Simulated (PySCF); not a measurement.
Species: PH₃.
Atom-mapped SMILES: `[PH3:1]` (hydrogens: H2, H3, H4 on P1)

The closed-shell ground state was solved at several levels (PySCF, density fitting, gas phase, non-relativistic). Geometry: PBE0-D3(BJ)/def2-SVP; no solvent, vibrations or thermal averaging.

| level | basis functions | HOMO (eV) | LUMO (eV) | gap (eV) | dipole (D) |
| --- | --- | --- | --- | --- | --- |
| PBE0/pcSseg-2 | 85 | -7.89 | 0.63 | 8.52 | 0.77 |
| LDA/pcSseg-2 | 85 | -6.76 | -0.36 | 6.40 | 0.86 |
| HF/pcSseg-2 | 85 | -10.61 | 2.93 | 13.54 | 0.66 |
| OPBE/pcSseg-2 | 85 | -6.72 | -0.19 | 6.53 | 0.83 |
| mPW1PW91/pcSseg-2 | 85 | -7.92 | 0.61 | 8.53 | 0.76 |
| BLYP/pcSseg-2 | 85 | -6.60 | -0.20 | 6.40 | 0.66 |
| PBE/pcSseg-2 | 85 | -6.72 | -0.27 | 6.45 | 0.76 |
| B3LYP/pcSseg-2 | 85 | -7.69 | 0.31 | 8.00 | 0.67 |
| B97-D/pcSseg-2 | 85 | -6.70 | -0.20 | 6.50 | 0.71 |

**Question.** Estimate the row for KT2/pcSseg-2, a basis of 85 functions; the other rows only guide the guess.

**Answer.** HOMO -6.75 eV, LUMO -0.25 eV, gap 6.50 eV, dipole 0.74 D.

**Question.** In the pcSseg-2 basis, how does the gap go with the fixed share of exact exchange?

**Answer.** LDA (0 %) 6.40 eV; BLYP (0 %) 6.40 eV; PBE (0 %) 6.45 eV; B97-D (0 %) 6.50 eV; KT2 (0 %) 6.50 eV; OPBE (0 %) 6.53 eV; B3LYP (20 %) 8.00 eV; PBE0 (25 %) 8.52 eV; mPW1PW91 (25 %) 8.53 eV; HF (100 %) 13.54 eV. Each rise in the share widens the gap here.

**Question.** How far do the dipole and the HOMO energy spread over the levels?

**Answer.** The dipole runs from 0.66 to 0.86 D (mean 0.74 D) and the HOMO from -10.61 to -6.60 eV.
